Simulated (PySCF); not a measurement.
3C-SiC: correlation energy from several methods in one and the same small orbital space (PySCF; 2 atoms at the zone centre, 8 electrons in 20 orbitals, empty ones MP2 natural orbitals of a TZ basis, lattice constant set to 4.22726 Å). Its volume lies 9 % below that of the crystal's usual cell. It tests the methods against each other and lies far from the crystal's limit.

```json
[
 {"method": "MP2", "E_corr (eV per atom)": "-1.9265", "share of full CI (%)": "77.4", "error (meV)": "563"},
 {"method": "CCSD", "E_corr (eV per atom)": "-2.4458", "share of full CI (%)": "98.3", "error (meV)": "44"},
 {"method": "CCSD(T)", "E_corr (eV per atom)": "-2.4767", "share of full CI (%)": "99.5", "error (meV)": "13"},
 {"method": "CCSDT", "E_corr (eV per atom)": "-2.4849", "share of full CI (%)": "99.8", "error (meV)": "4"},
 {"method": "CCSDT(Q)", "E_corr (eV per atom)": "-2.4883", "share of full CI (%)": "100.0", "error (meV)": "1"},
 {"method": "full CI", "E_corr (eV per atom)": "-2.4893", "share of full CI (%)": "100.0", "error (meV)": "0"}
]
```

The Hartree–Fock determinant has a weight of 0.92 in the full CI state.

MP2, (T) and (Q) use filled levels shifted down by the Madelung term, which in so small a cell is a large part of the gap, so these rows hang on it.
